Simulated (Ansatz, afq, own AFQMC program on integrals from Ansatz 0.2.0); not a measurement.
SiH₄, singlet: AFQMC among the cluster methods

```xyz
5

Si    0.0000    0.0000    0.0000
H     0.9449    0.9481    0.9459
H    -0.9489   -0.9433    0.9466
H    -0.9436    0.9445   -0.9507
H     0.9477   -0.9493   -0.9419
```

Basis 6-31G. Only valence electrons are correlated. Ansatz 0.2.0 and our own AFQMC program on the same integrals; the CISD trial comes from CCSD amplitudes, and released means the phaseless constraint is let go. Free projection: walkers drawn from exp(T), propagated without any constraint. Its projection time is finite, and what remains of the start isn't in its error. Error bars are statistical, one sigma.

Determinant: RHF, the one that the program's search chose, which needn't be the lowest solution. The geometry is a point of a scan.

Full CI on the same integrals is exact in this basis and with this determinant's frozen core.

The T1 diagnostic is 0.0089. The weight of the determinant in the CISD state is 0.924 and the size of the correlated space is 8 electrons in 16 orbitals.

```tsv
level	correlation energy (eV)
MP2	-1.8370
CCSD	-2.5954
CCSD(T)	-2.6274
```

(1) Estimate where free-projection AFQMC lies against CCSD(T) on the same integrals.

(1) 1.4 ± 0.08 kJ/mol below CCSD(T).

Reference: full CI, correlation energy -2.641 eV. The released energy is read at 2.40 1/Eh (meV from the phaseless value at times in 1/Eh: 0.0 ± 0.9 at 0.24, -0.9 ± 0.8 at 0.51, -1.1 ± 0.8 at 0.99, -1.2 ± 0.5 at 1.62, -1.0 ± 0.6 at 2.40).

| level | E − E(reference) (kJ/mol) | share of correlation (%) |
| --- | --- | --- |
| CCSD(T) | 1.4 | 99.47 |
| CCSDT | 0.2 | 99.94 |
| CCSDT(Q) | 0.0 | 99.98 |
| CCSDTQ | 0.0 | 100.00 |
| ph-AFQMC/HF | -1.9 ± 2.1 | 100.73 |
| ph-AFQMC/CISD | 0.1 ± 0.09 | 99.94 |
| released AFQMC | 0.0 ± 0.05 | 99.98 |
| free AFQMC | 0.0 ± 0.08 | 100.00 |

CCSDT and higher add their correlation energy to the determinant of the CCSD(T) run, since their own runs factorise the integrals more tightly (a shift of under 2 meV). Free projections are given only where their last times agree within the noise and don't stop above the reference; a slow remainder of the start can still hide under it. A walk keeps the symmetry of its determinant, which the program's search chose and which needn't be the lowest solution, so a lower state of the same spin and another symmetry isn't excluded. Released energies are given only where the last usable release times agree within the noise; a slower fall can still hide under it.
